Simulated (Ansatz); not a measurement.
**CH3OSi+ (SMILES [OH2+]C#[SiH]): single points off equilibrium**

The atoms stand at a structure displaced at random from a GFN2-xTB minimum. How far do the functionals agree with CCSD(T) there?

Program: Ansatz 0.2.0, Gaussian basis. Level of theory: single points in def2-TZVPP. These are calculated values, not measurements.

Cores are frozen in the correlated methods.

## 1. The system as given

SMILES `[OH2+]C#[SiH]`, 6 atoms, charge 1, spin multiplicity 1.

Atoms are counted from 1 here; the program's logs count them from 0.

Bond lengths: O1–C2 1.598 Å, O1–H4 0.977 Å, O1–H5 0.979 Å, C2–Si3 1.723 Å, Si3–H6 1.323 Å. Angles: C2–O1–H4 104.0°, C2–O1–H5 117.6°, H4–O1–H5 110.8°, O1–C2–Si3 123.7°, C2–Si3–H6 173.8°.

Coordinates:

| atom | x (Å) | y (Å) | z (Å) |
| --- | --- | --- | --- |
| O1 | -0.52030 | 0.14130 | -1.15050 |
| C2 | 0.16900 | -0.62410 | 0.07090 |
| Si3 | 0.56870 | 0.12980 | 1.56750 |
| H4 | 0.16810 | 0.14780 | -1.84400 |
| H5 | -1.36010 | -0.22210 | -1.49750 |
| H6 | 0.97210 | 0.60600 | 2.73400 |

## 2. CCSD(T)/def2-TZVPP

Input file run/in.yaml:

```yaml
crystal:
  periodic: [false, false, false]
  atoms:
    - {symbol: O, position_ang: [-0.520300, 0.141300, -1.150500]}
    - {symbol: C, position_ang: [0.169000, -0.624100, 0.070900]}
    - {symbol: Si, position_ang: [0.568700, 0.129800, 1.567500]}
    - {symbol: H, position_ang: [0.168100, 0.147800, -1.844000]}
    - {symbol: H, position_ang: [-1.360100, -0.222100, -1.497500]}
    - {symbol: H, position_ang: [0.972100, 0.606000, 2.734000]}
basis:
  gaussian: {orbitals: def2-TZVPP}
total_charge: 1
correlation: {method: ccsd_t}
output: {forces: true}
```

The command line of these runs was not kept.

## 3. PBE0-D4/def2-TZVPP

run/in.yaml, as its differences from that of step 2:

```diff
@@ -12,3 +12,3 @@
 total_charge: 1
-correlation: {method: ccsd_t}
-output: {forces: true}
+hamiltonian: {xc: pbe0, dispersion: d4}
+output: {forces: true, orbitals: {seedname: orbitals}}
```

## 4. wB97M-V/def2-TZVPP

run/in.yaml, as its differences from that of step 3:

```diff
@@ -12,3 +12,3 @@
 total_charge: 1
-hamiltonian: {xc: pbe0, dispersion: d4}
-output: {forces: true, orbitals: {seedname: orbitals}}
+hamiltonian: {xc: {name: wB97M-V}}
+output: {forces: true}
```

## 5. r2SCAN-D4/def2-TZVPP

run/in.yaml, as its differences from that of step 4:

```diff
@@ -12,3 +12,3 @@
 total_charge: 1
-hamiltonian: {xc: {name: wB97M-V}}
+hamiltonian: {xc: r2scan, dispersion: d4}
 output: {forces: true}
```

## 6. PBE-D4/def2-TZVPP

run/in.yaml, as its differences from that of step 5:

```diff
@@ -12,3 +12,3 @@
 total_charge: 1
-hamiltonian: {xc: r2scan, dispersion: d4}
+hamiltonian: {xc: pbe, dispersion: d4}
 output: {forces: true}
```

## 7. LC-wPBE/def2-TZVPP

run/in.yaml, as its differences from that of step 6:

```diff
@@ -12,3 +12,3 @@
 total_charge: 1
-hamiltonian: {xc: pbe, dispersion: d4}
+hamiltonian: {xc: {name: LC-wPBE}}
 output: {forces: true}
```

## 8. B97M-V/def2-TZVPP

run/in.yaml, as its differences from that of step 7:

```diff
@@ -12,3 +12,3 @@
 total_charge: 1
-hamiltonian: {xc: {name: LC-wPBE}}
+hamiltonian: {xc: {name: B97M-V}}
 output: {forces: true}
```

(Steps that only read results are left out.)

What does the calculation give? Wanted: energy less free atoms, CCSD(T)/def2-TZVPP; RMS force component; RMS force error; HOMO and LUMO, PBE0-D4; T1 diagnostic.

As calculated:

| quantity | value |
| --- | --- |
| energy less free atoms, CCSD(T)/def2-TZVPP | -8.624 eV |
| RMS force component | 1.801 to 2.159 eV/Å over the methods |
| RMS force error | PBE0-D4 0.237, wB97M-V 0.335, r2SCAN-D4 0.158, PBE-D4 0.220, LC-wPBE 0.545, B97M-V 0.159 eV/Å |
| HOMO and LUMO, PBE0-D4 | -12.25 and -8.52 eV |
| T1 diagnostic | 0.039 |

What this shows: Against CCSD(T) the functionals' energies less atoms differ by -1.140 to +0.341 eV, PBE-D4 by -1.140 eV. A larger basis would deepen the CCSD(T) value, while the functionals are nearly converged already, so the order here is not reliable. On forces the order runs from r2SCAN-D4 to LC-wPBE. Frozen-core CCSD(T) forces in triple zeta carry basis errors of their own, and this is one geometry, so small gaps rank nothing. The T1 diagnostic is large here, over the usual mark for main-group molecules (transition-metal compounds often pass it harmlessly), so CCSD(T) itself may be off. The restricted Hartree–Fock reference is unstable towards an unrestricted one at one or more of these structures.
